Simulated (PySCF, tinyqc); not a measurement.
Worked calculation: harmonic frequencies on the RHF/sto-6g surface (energies and gradients from PySCF), for CH2, spin multiplicity 1. The lowest restricted solution is unstable here: a spin-polarised one lies 0.0267 hartree lower (PySCF). One step of it, computed by the program tinyqc.

Problem. One row of the Hessian: 1Cy. Displace 1Cy by +/-0.01 bohr; H(k, :) = (g(+) - g(-)) / (2 delta).

optimised positions (bohr):
```
            x          y          z
1C   0.018796  -0.012286  -0.072500
2H   0.012367   1.632392   1.250450
3H  -0.029274  -1.621995   1.291922
```

gradient at +delta (hartree/bohr):
```
              x            y            z
1C   0.00006336   0.00511872   0.00003968
2H   0.00001048  -0.00262530  -0.00213235
3H  -0.00007384  -0.00249342   0.00209267
```

gradient at -delta (hartree/bohr):
```
              x            y            z
1C  -0.00006560  -0.00512819   0.00006429
2H  -0.00001037   0.00258949   0.00208542
3H   0.00007596   0.00253870  -0.00214971
```

Give: row of the Hessian.

Solution.

row of the Hessian (hartree/bohr^2): 1Cx 0.00645, 1Cy 0.51235, 1Cz -0.00123, 2Hx 0.00104, 2Hy -0.26074, 2Hz -0.21089, 3Hx -0.00749, 3Hy -0.25161, 3Hz 0.21212
